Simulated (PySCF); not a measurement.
Job file and geometry (Å, from GFN2-xTB) of an NMR shielding run on BH6OP, PySCF 2.14.0, density-fitted response routines, GIAO PBE0/pcSseg-1 NMR shielding, non-relativistic, gas phase; density fitting, a coarse starting grid and PySCF grid level 2 are the driver's defaults:

```
$ OMP_NUM_THREADS=1 python probes_run.py task.json out

{"job": {"kind": "nmr", "xc": "PBE0", "basis": "pcSseg-1"}, "charge": 0, "multiplicity": 1}
O     -0.779527     0.155393     0.466220
B     -1.784927    -0.523474    -0.069559
P      1.764494     0.497317     0.356655
H     -0.942226     0.651612     1.270857
H     -1.542952    -1.119658    -1.048715
H     -2.863093    -0.526499     0.407507
H      1.389845     1.082520    -0.840854
H      1.656130    -0.781043    -0.162511
H      3.115818     0.569825     0.022460
```

Q: What does the program print?

A: 
```
coarse grid: 7520 points
cycle   1  E = -444.6703061815  dE =  2.500e-03  |g| = 5.694e-01  |ddm| = 2.303e+00
cycle   2  E = -444.5823861479  dE =  8.792e-02  |g| = 8.978e-01  |ddm| = 1.007e+00
cycle   3  E = -444.7286588583  dE = -1.463e-01  |g| = 6.709e-02  |ddm| = 6.807e-01
cycle   4  E = -444.7297004549  dE = -1.042e-03  |g| = 1.404e-02  |ddm| = 6.786e-02
cycle   5  E = -444.7297481250  dE = -4.767e-05  |g| = 2.256e-03  |ddm| = 1.625e-02
cycle   6  E = -444.7297489968  dE = -8.718e-07  |g| = 2.737e-04  |ddm| = 2.574e-03
final grid: 66576 points
cycle   7  E = -444.7564033486  dE = -2.409e-05  |g| = 5.494e-03  |ddm| = 1.703e-02
cycle   8  E = -444.7563972707  dE =  6.078e-06  |g| = 8.201e-03  |ddm| = 7.791e-03
cycle   9  E = -444.7564092551  dE = -1.198e-05  |g| = 6.485e-04  |ddm| = 4.972e-03
cycle  10  E = -444.7564093565  dE = -1.014e-07  |g| = 8.559e-05  |ddm| = 6.986e-04
cycle  11  E = -444.7564093581  dE = -1.531e-09  |g| = 1.693e-05  |ddm| = 9.562e-05
cycle  12  E = -444.7564093581  dE = -6.787e-11  |g| = 4.969e-06  |ddm| = 2.997e-05
converged SCF energy = -444.7564093581

GIAO shielding tensors (ppm)
atom      isotropic    diamagn.    paramagn.     s11        s22        s33       span
  0 O       99.221     393.855    -294.634    -99.419    119.324    277.758    377.177
  1 B       54.278     193.904    -139.625     13.485     40.974    108.375     94.890
  2 P      601.796     965.862    -364.066    555.690    614.393    635.306     79.616
  3 H       25.142      30.785      -5.643     22.207     24.796     28.422      6.215
  4 H       26.742      30.976      -4.234     25.616     26.272     28.339      2.723
  5 H       26.495      29.287      -2.792     25.655     26.242     27.587      1.932
  6 H       29.964      30.378      -0.414     25.278     28.129     36.485     11.207
  7 H       30.032      30.557      -0.525     25.159     28.226     36.711     11.552
  8 H       30.339      29.373       0.966     25.448     26.207     39.363     13.915
```

Size and cost of the density-fitted run: 88 basis functions, 8.3 s wall time on 1 thread of an Arm Neoverse N1, shared host; peak memory 0.38 GiB.
